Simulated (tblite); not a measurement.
Compound: C4H6Cl2.
Atom-mapped SMILES: `[CH3:1]/[C:2](=[CH:3]/[Cl:4])[CH2:5][Cl:6]` (hydrogens: H7, H8, H9 on C1; H10 on C3; H11, H12 on C5)

The geometry is computed with GFN2-xTB (gas phase).

List the bond lengths, angles and torsions at this level.

| bond | length (Å) | order |
| --- | --- | --- |
| C1–C2 | 1.497 | single |
| C2=C3 | 1.328 | double |
| C3–Cl4 | 1.721 | single |
| C2–C5 | 1.492 | single |
| C5–Cl6 | 1.800 | single |
| C1–H7, C1–H8, C1–H9 | 1.088 | single |
| C3–H10 | 1.078 | single |
| C5–H11, C5–H12 | 1.089 | single |

Bonds in one row agree within 0.01 Å and their mean is given. Orders are formal, as drawn. A selection of angles:
| angle | degrees |
| --- | --- |
| C2–C1–H7 | 109.9 |
| C2–C1–H8 | 111.4 |
| H7–C1–H8 | 108.9 |
| H7–C1–H9 | 107.9 |
| C1–C2–C3 | 121.2 |
| C1–C2–C5 | 115.7 |
| C3–C2–C5 | 123.0 |
| C2–C3–Cl4 | 124.4 |
| C2–C3–H10 | 122.5 |
| Cl4–C3–H10 | 113.1 |
| C2–C5–Cl6 | 109.4 |
| C2–C5–H11 | 111.5 |
| Cl6–C5–H11 | 106.1 |
| Cl6–C5–H12 | 106.7 |
| H11–C5–H12 | 110.7 |

Torsions: C1–C2–C3–Cl4 180° (antiperiplanar); C1–C2–C5–Cl6 -72° (synclinal). The mirror-image conformer, all signs reversed, is as good.

The C–Cl distances run from 1.721 Å (C3–Cl4, drawn single) to 1.800 Å (C5–Cl6, drawn single), a spread of 0.079 Å. Of the pairs four or more bonds apart, Cl4···H12 is among the closest relative to their van der Waals radii: 2.62 Å, 89 % of the sum of Bondi's values. The C–C distances run from 1.328 Å (C2=C3, drawn double) to 1.497 Å (C1–C2, drawn single), a spread of 0.169 Å.

Point group: C1 (no symmetry element, even within 0.4 Å). Its GFN2-xTB frequencies are all real (lowest 40 cm⁻¹). One conformer, not necessarily the lowest.
